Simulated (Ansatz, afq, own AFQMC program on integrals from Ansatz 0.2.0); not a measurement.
**Atomization energy of BGeH2, doublet**

```json
{"atom": "Ge", "x (Å)": "0.0000", "y (Å)": "0.0000", "z (Å)": "-0.2204"}
{"atom": "B", "x (Å)": "0.0000", "y (Å)": "0.0000", "z (Å)": "1.6648"}
{"atom": "H", "x (Å)": "0.0000", "y (Å)": "1.3134", "z (Å)": "-0.9862"}
{"atom": "H", "x (Å)": "0.0000", "y (Å)": "-1.3134", "z (Å)": "-0.9862"}
```

Connectivity, by distances: GeH2–B.

Atoms in their ground-state spins without spin–orbit coupling (mostly on UHF) minus the molecule (ROHF), without zero-point energy. The geometry is a stationary point, not shown to be a minimum.

Basis cc-pVTZ. Only valence electrons are correlated. Integrals, coupled cluster, full CI and functionals: Ansatz 0.2.0; the random walks run on the same integrals in our own AFQMC program. The CISD trial takes its coefficients from CCSD amplitudes. Released means that phaseless walkers are propagated on without the constraint, phases kept. Error bars are statistical, one sigma. No spin–orbit coupling. The errors of all members are added in quadrature.

No full CI on the walks' own integrals is used here; CCSDT(Q) serves as the reference and is uncertain by about the last step of the cluster series. Each member takes its own surest rung, up to full CI.

Errors are counted within cc-pVTZ, not against nature.

Cautions: inner d shell frozen; no relativity below Rb; no spin-orbit coupling; BGeH₂ (doublet): a spin-contaminated unrestricted determinant lies lower (UHF 372 meV lower, ⟨S²⟩ 1.23), released walk and highest rung disagree (by 16 meV at 2.40 1/Eh), its ph-AFQMC/CISD value lies 38 ± 6 meV above CCSDT(Q).

Reference (CCSDT(Q)): 7.550 eV.

| level | atomization energy (eV) | error against CCSDT(Q) (eV) |
| --- | --- | --- |
| HF | 5.097 | -2.454 |
| MP2 | 7.358 | -0.192 |
| CCSD | 7.317 | -0.233 |
| CCSD(T) | 7.514 | -0.036 |
| ph-AFQMC/HF | 7.582 ± 0.034 | 0.032 ± 0.034 |
| ph-AFQMC/CISD | 7.521 ± 0.006 | -0.029 ± 0.006 |
| released AFQMC | 7.535 ± 0.005 | -0.015 ± 0.005 |

Correlation beyond CCSD(T) adds 0.036 eV. The perturbative (T) step is worth +0.197 eV.

A walk keeps the symmetry of its determinant, which the program's search chose and which needn't be the lowest solution, so a lower state of the same spin and another symmetry isn't excluded. Released energies are given only where the last usable release times agree within the noise; a slower fall can still hide under it.
